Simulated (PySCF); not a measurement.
All values below come from B3LYP-D3(BJ)/def2-TZVP (PySCF). Isolated molecules, 0 K electronic values unless said otherwise. B3LYP has the VWN-RPA correlation part, as in Gaussian. 

Reference species (SMILES): `[SH]` (neutral, multiplicity 2).

```json
{
  "dipole_moment": "0.86 D",
  "highest_occupied_spin_orbital": "-7.17 eV"
}
```

Changed species: `[SiH2]Br` (radical fragment; the reference has radical fragment).

Q: Predict the effect on the dipole moment and highest occupied spin orbital.

A: the dipole moment goes up by 0.32 D, to 1.18 D; the highest occupied spin orbital rises by 0.88 eV, to -6.29 eV.
